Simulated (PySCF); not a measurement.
Gas-phase reaction: B₂H₆ + 4 Cl → 2 BHCl₂ + 2 H₂

Method: PySCF energies (xtb for GFN2) plus ideal-gas RRHO corrections (1 bar). † marks an energy on the PBE0/def2-TZVP geometry and frequencies; other levels use their own. MP2 freezes the core. Open shells (unrestricted): Cl (multiplicity 2, electronic degeneracy 6); the rest are closed-shell singlets. GFN2 has no spin-polarisation term. Spin-orbit splitting is ignored; it lowers the true energy and changes the entropy of Cl. B3LYP is the form with VWN-RPA correlation. MP2 isn't extrapolated to the basis-set limit; its ΔH°(298 K) is -1016.3 kJ in def2-SVP and -1066.6 kJ in def2-TZVPP. The harmonic model lacks anharmonicity and excited electronic states, which grow with temperature; levels with a mode under 35 cm⁻¹ are left out.

```tsv
level	ΔE electronic, kJ	ΔH°(298 K), kJ	ΔS°(298 K), J/K	ΔG°(800 K), kJ
B3LYP/def2-TZVP†	-959	-989	-108	-906
BLYP/def2-TZVP†	-972	-1002	-108	-919
GFN2-xTB	-884	-917	-105	-836
M06-2X/def2-TZVP†	-1007	-1037	-108	-954
MP2/def2-SVP†	-986	-1016	-108	-933
PBE0/def2-QZVP†	-981	-1011	-108	-928
LDA/def2-TZVP†	-1144	-1174	-108	-1091
ωB97X-V/def2-TZVP†	-992	-1022	-108	-939
```
ΔH° is lowest at LDA/def2-TZVP† and highest at GFN2-xTB. No reference value is set beside these.
